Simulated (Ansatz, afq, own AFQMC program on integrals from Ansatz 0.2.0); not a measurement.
# F, doublet → F⁺, triplet

A free F atom.

E(triplet, charge +1) − E(doublet, charge +0) at this geometry, on UHF and UHF determinants.

Basis aug-cc-pVDZ. Only valence electrons are correlated. AFQMC by an in-house program on the Cholesky factors that Ansatz 0.2.0 writes for its CCSD(T) run. The CISD trial takes its coefficients from CCSD amplitudes. Released means that phaseless walkers are propagated on without the constraint, phases kept. Free AFQMC starts from the CCSD state and is never constrained. Its projection time is finite, and what remains of the start isn't in its error. Uncertainties: one standard error, sampling alone. The errors of all members are added in quadrature.

Full CI on the same integrals is exact in this basis and with this determinant's frozen core.

The best estimate is CCSD(T) at the basis-set limit (CBS: def2-TZVPP and def2-QZVPP, with their diffuse functions for anions and beside diffuse sets, CCSD(T) itself extrapolated) plus the step from CCSD(T) to full CI in aug-cc-pVDZ. Rows without CBS are in aug-cc-pVDZ, the functionals in def2-TZVP; B2PLYP and the wave-function rows carry a basis error of their own. Core correlation and relativity beyond core potentials are missing, and ± holds the sampling alone.

Best estimate: 1679.9 kJ/mol.

```json
{"level": "HF", "vertical ionization energy (kJ/mol)": "1521.3", "error against the best estimate (kJ/mol)": "-158.6"}
{"level": "MP2", "vertical ionization energy (kJ/mol)": "1656.3", "error against the best estimate (kJ/mol)": "-23.6"}
{"level": "CCSD", "vertical ionization energy (kJ/mol)": "1648.5", "error against the best estimate (kJ/mol)": "-31.5"}
{"level": "CCSD(T)", "vertical ionization energy (kJ/mol)": "1651.3", "error against the best estimate (kJ/mol)": "-28.6"}
{"level": "CCSDT", "vertical ionization energy (kJ/mol)": "1651.5", "error against the best estimate (kJ/mol)": "-28.4"}
{"level": "CCSDT(Q)", "vertical ionization energy (kJ/mol)": "1651.7", "error against the best estimate (kJ/mol)": "-28.2"}
{"level": "ph-AFQMC/CISD", "vertical ionization energy (kJ/mol)": "1651.5 ± 0.4", "error against the best estimate (kJ/mol)": "-28.4 ± 0.4"}
{"level": "released AFQMC", "vertical ionization energy (kJ/mol)": "1651.5 ± 0.6", "error against the best estimate (kJ/mol)": "-28.4 ± 0.6"}
{"level": "free AFQMC", "vertical ionization energy (kJ/mol)": "1651.3 ± 0.9", "error against the best estimate (kJ/mol)": "-28.6 ± 0.9"}
{"level": "FCI", "vertical ionization energy (kJ/mol)": "1651.7", "error against the best estimate (kJ/mol)": "-28.2"}
{"level": "HF/CBS", "vertical ionization energy (kJ/mol)": "1510.0", "error against the best estimate (kJ/mol)": "-169.9"}
{"level": "MP2/CBS", "vertical ionization energy (kJ/mol)": "1683.8", "error against the best estimate (kJ/mol)": "3.8"}
{"level": "CCSD(T)/CBS", "vertical ionization energy (kJ/mol)": "1679.6", "error against the best estimate (kJ/mol)": "-0.3"}
{"level": "PBE", "vertical ionization energy (kJ/mol)": "1703.0", "error against the best estimate (kJ/mol)": "23.1"}
{"level": "r2SCAN", "vertical ionization energy (kJ/mol)": "1691.9", "error against the best estimate (kJ/mol)": "12.0"}
{"level": "PBE0", "vertical ionization energy (kJ/mol)": "1683.0", "error against the best estimate (kJ/mol)": "3.1"}
{"level": "B3LYP", "vertical ionization energy (kJ/mol)": "1709.9", "error against the best estimate (kJ/mol)": "30.0"}
{"level": "wB97M-V", "vertical ionization energy (kJ/mol)": "1682.9", "error against the best estimate (kJ/mol)": "3.0"}
{"level": "B2PLYP", "vertical ionization energy (kJ/mol)": "1683.2", "error against the best estimate (kJ/mol)": "3.3"}
```

Correlation beyond CCSD(T) adds 0.3 kJ/mol. Going to the basis-set limit adds 28.2 kJ/mol at CCSD(T). The perturbative (T) step is worth +2.9 kJ/mol. The functionals spread over 27.0 kJ/mol; wB97M-V and PBE0 come nearest and B3LYP is 30.0 kJ/mol too high.

Best estimates are given only where the step beyond CCSD(T) is under 0.3 eV and no member's determinant is very poor (T1 over 0.05, or 0.07 for open shells, ⟨S²⟩ too high by 0.3, two states mixed), so the hardest cases are missing from such tables.

The functionals ran in a triple-zeta set and keep a basis error of their own, a few kJ/mol for each bond in atomization energies and more for double hybrids, so close places among them and the extrapolated levels can swap.

CCSDT and higher add their correlation energy to the determinant of the CCSD(T) run, since their own runs factorise the integrals more tightly (a shift of under 2 meV). Free projections are given only where their last times agree within the noise and don't stop above the reference; a slow remainder of the start can still hide under it. Each member of a difference takes its own highest rung, so a best estimate needn't equal the limit plus the step of one row. A walk keeps the symmetry of its determinant, which the program's search chose and which needn't be the lowest solution, so a lower state of the same spin and another symmetry isn't excluded. Released energies are given only where the last usable release times agree within the noise; a slower fall can still hide under it.
